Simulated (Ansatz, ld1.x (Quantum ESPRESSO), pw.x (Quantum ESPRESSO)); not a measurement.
## cerium (Ce): one change to the RRKJ potential, in the atom and in the fcc crystal

```
Element                 : Ce (Z = 58)
Generator               : ld1.x (Quantum ESPRESSO) 7.5
Type                    : norm-conserving RRKJ (Kleinman–Bylander form)
Functional              : PBEsol
Relativity              : scalar-relativistic
Frozen core             : [Xe]
Valence charge          : 4
Reference configuration : 4f1 5d1 6s2 6p0
Partial waves           : 6p (bound, empty): rc 4.20 bohr; 5d (bound): rc 3.60 bohr; 4f (bound): rc 1.55 bohr; 6s (bound): rc 3.95 bohr
Local potential         : the s channel
Core correction         : Bessel-smoothed model core inside 1.05 bohr
```

Change: reference 4f1 5d1 6s1 6p1.

Cutoffs, loose and tight: the cutoffs (Ry, on a coarse ladder) from which the occupation-weighted sum of valence levels, in a spherical-Bessel basis at the reference potential, stays within 10 and 1 mRy of its value at 400 Ry. They do not see the model core or the augmentation charge, which bear on the density cutoff. Test errors are all-electron minus pseudo excitation energies from the reference, over the configurations 4f1 5d1 6s1 6p0; 4f1 5d1 6s0 6p0; 4f1 5d0 6s0 6p0; 4f2 5d0 6s1 6p0; 4f1 5d1.5 6s1.5 6p0; 4f1 5d1 6s1 6p1; 4f1 5d0 6s2 6p1; variants that change the core or the reference have their own tests.

Crystal test: fcc Ce in pw.x 7.5, no spin, 12³ k-points, Fermi–Dirac smearing 0.01 Ry, cutoffs set for each file from its atomic test. The reference is all-electron LAPW (Ansatz 0.2.0) with the same functional, mesh and smearing; V0 and B0 come from Birch–Murnaghan fits to the pressures at five volumes. Errors are pseudo minus all-electron; Δ is the rms difference of the E(V) curves that follow from these fits, minima aligned, over ±6 % about the mean V0. Mesh and smearing are coarse, so the numbers serve the comparison and aren't converged zero-temperature values; the lattice is a test structure that the element need not adopt. Spin polarisation and strong correlation are left out, which matters for this element.

All-electron: a0 = 4.605 Å (V0 = 24.42 Å³/atom), B0 = 43.6 GPa.

Question: Does the change bring the crystal closer to the all-electron result?

Answer: The mean pressure error goes from +5.48 to +7.33 GPa, so the change moves the solid further from the all-electron pressures. Neither pressure curve crosses zero within the volumes sampled, so no fits are given.

| quantity | base | changed |
| --- | --- | --- |
| outcome (atom) | generated | generated |
| cutoff, loose (atom) | 90 Ry | 90 Ry |
| cutoff, tight (atom) | 110 Ry | 110 Ry |
| bound ghosts (atom) | none | none |
| largest test error (meV) (atom) | -1078 | -824 |
| cutoffs in pw.x (Ry) | 135/540 | 135/540 |
| mean pressure error (GPa) | +5.48 | +7.33 |

Base: The largest radius (4.20 bohr) exceeds half the bond length (3.08 bohr), so the spheres overlap, which is one possible source of error among others. This is a poor potential for the solid. Changed file: The largest radius (4.20 bohr) exceeds half the bond length (3.08 bohr), so the spheres overlap, which is one possible source of error among others. This is a poor potential for the solid. The atomic cutoffs weigh occupied waves only.
